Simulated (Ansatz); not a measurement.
HfC3: from a trial structure to a relaxed crystal

All numbers below come from DFT PBE, scalar-relativistic, plane waves, PAW in Ansatz 0.2.0. Cutoff 420 eV, Γ-centred k mesh, Gaussian smearing, no spin polarisation in the final step.

The start puts HfC3 on the Cu3Au (L1_2) structure type (Pm-3m, No. 221), with Hf in place of Au, C in place of Cu, at a guessed volume.

```
CELL_PARAMETERS angstrom
3.45704 0.00000 0.00000
0.00000 3.45704 0.00000
0.00000 0.00000 3.45704
ATOMIC_POSITIONS crystal
Hf 0.00000 0.00000 0.00000
C 0.00000 0.50000 0.50000
C 0.50000 0.00000 0.50000
C 0.50000 0.50000 0.00000
```

Steps on the 6×6×6 mesh (4 atoms). 4 of 5 steps are shown, and the free energy counts from the last. Trial steps that were taken back and renewals of the plane-wave basis can be among the rows.

| step | ΔF (meV/atom) | V (Å³/atom) | P (GPa) |
| --- | --- | --- | --- |
| 1 | 33.5 | 10.33 | -13.63 |
| 2 | 3.3 | 9.33 | 6.27 |
| 3 | -1.0 | 9.63 | -0.65 |
| 5 | 0.0 | 9.60 | -0.16 |

A final relaxation ran on a 14×14×14 mesh. The relaxed crystal, Pm-3m (No. 221):

```cif
data_structure
_symmetry_space_group_name_H-M 'Pm-3m'
_symmetry_Int_Tables_number 221
_cell_length_a 3.3744
_cell_length_b 3.3744
_cell_length_c 3.3744
_cell_angle_alpha 90.000
_cell_angle_beta 90.000
_cell_angle_gamma 90.000
_cell_volume 38.42
loop_
_atom_site_label
_atom_site_type_symbol
_atom_site_symmetry_multiplicity
_atom_site_Wyckoff_symbol
_atom_site_fract_x
_atom_site_fract_y
_atom_site_fract_z
_atom_site_occupancy
Hf1 Hf 1 a 0.00000 0.00000 0.00000 1
C1 C 3 c 0.00000 0.50000 0.50000 1
```

| Property | Result |
| --- | --- |
| Volume per atom | 9.61 Å³ |
| Density | 9.27 g/cm³ |
| Energy over the elements | 1.79 eV/atom |
| Gap on the 14×14×14 mesh | 0 eV (a metal) |

Energies over the elements count from the elements' standard structures at the same level, with no empirical corrections.

The final run used a 14×14×14 mesh on its 4-atom cell and 0.10 eV smearing. The k mesh leaves about 4 meV/atom of noise in metals. Spin–orbit coupling is left out.

A structure relaxed within its symmetry needn't be a true minimum.

Cost: 3 runs of about 0.77 core-minutes in all, on AMD EPYC 7R43 (Zen 3) (shared hosts).